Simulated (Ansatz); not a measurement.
**Low-lying states of C₂H₄**

Calculated in Ansatz's Gaussian-basis code. State-averaged CASSCF with equal weights; occupations are averaged over the states; levels count from the state that is lowest in CASSCF. CASSCF levels without dynamic correlation can be off by over 1 eV. Solutions may break the symmetry of the shape. The lowest solution met needn't be the lowest there is, nor hold the orbitals that a chemist would pick.

Geometry:

```xyz
6

C     0.0000    0.0000    0.6695
C     0.0000    0.0000   -0.6695
H    -0.5328    0.7609    1.2321
H     0.5328   -0.7609    1.2321
H     0.5328    0.7609   -1.2321
H    -0.5328   -0.7609   -1.2321
```

Basis cc-pVDZ, nonrelativistic, 2 orbitals frozen in the corrections; active space CAS(2,2). Averaged: 3 singlets.

**Question.** Give the levels in order.

**Answer.** 

```
  state  CASSCF (eV)
singlet        0.000
singlet        4.151
singlet        5.270
```

Occupations: 1.00, 1.00.

Same geometry.

Basis cc-pVDZ, nonrelativistic, 2 orbitals frozen in the corrections; active space CAS(2,2). Averaged: 1 singlet, 1 triplet.

**Question.** Give the levels in order, with their spins.

**Answer.** 

```tsv
state	CASSCF (eV)
singlet	0.000
triplet	0.738
```

Occupations: 1.32, 0.68.

Same geometry.

Basis cc-pVDZ, nonrelativistic, 2 orbitals frozen in the corrections; active space CAS(4,4). Averaged: 3 singlets.

**Question.** Give the levels in order.

**Answer.** 

```
  state  CASSCF (eV)
singlet        0.000
singlet        4.324
singlet        5.248
```

Occupations: 1.97, 1.01, 1.00, 0.02.
